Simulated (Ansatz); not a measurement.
Species: CH3, SMILES `[CH3]` (charge 0, multiplicity 2).

Task: Give a relaxed geometry from B3LYP-D3(BJ)/def2-TZVP (Ansatz, a program for electronic structure).

Result: the end point of this relaxation (outside a Z-matrix the atoms follow the SMILES, hydrogens last).
Cartesian coordinates (Å) in one orientation:
```xyz
4

C      0.000     0.000     0.000
H      1.022    -0.345     0.000
H     -0.810    -0.713    -0.001
H     -0.212     1.058     0.001
```
